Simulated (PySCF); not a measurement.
**Potential energy of CF along the bond**

Set-up: C def2-SVPD, F def2-SVPD; no relativity (PySCF 2.14). Energies in eV from C + F in their ground configurations at the same level. All curves are PBE0. state 1: ²Π (doublet), unpaired electrons π ↑; state 2: ⁴Σ⁻ (quartet), unpaired electrons σ ↑, π ↑↑, a second solution, started from another occupation.

```tsv
R (Å)	state 1	state 2
1.094	-4.659	-0.768
1.145	-5.324	-1.691
1.196	-5.686	-2.261
1.234	-5.814	-2.515
1.272	-5.849	-2.655
1.310	-5.814	-2.705
1.361	-5.686	-2.667
1.425	-5.439	-2.501
1.501	-5.064	-2.194
1.603	-4.500	-1.704
```

Q: Put a parabola through the three lowest points of the state 1 curve and estimate Re, k and ωe (reduced mass 7.355 u; 1 eV/Å² = 0.16022 mdyn/Å; ωe = 1302.8·√(k/μ) cm⁻¹).

A: Through R = 1.234, 1.272, 1.31 Å the second-order coefficient is 24.2 eV/Å², so Re ≈ 1.272 Å, k ≈ 7.77 mdyn/Å and ωe ≈ 1339 cm⁻¹. A polynomial fit of higher order to the unrounded PBE0 energies gives Re = 1.270 Å, k = 7.79 mdyn/Å, ωe = 1341 cm⁻¹; anharmonicity and rounding make the difference.

The higher-order fit for each curve: state 1: Re = 1.270 Å, ωe = 1341 cm⁻¹, De = 5.85 eV; state 2: Re = 1.317 Å, ωe = 1293 cm⁻¹, minimum 2.71 eV below the ground-state fragments.

The state is the lowest determinant that a PBE0 search found; another state may lie lower at other levels.
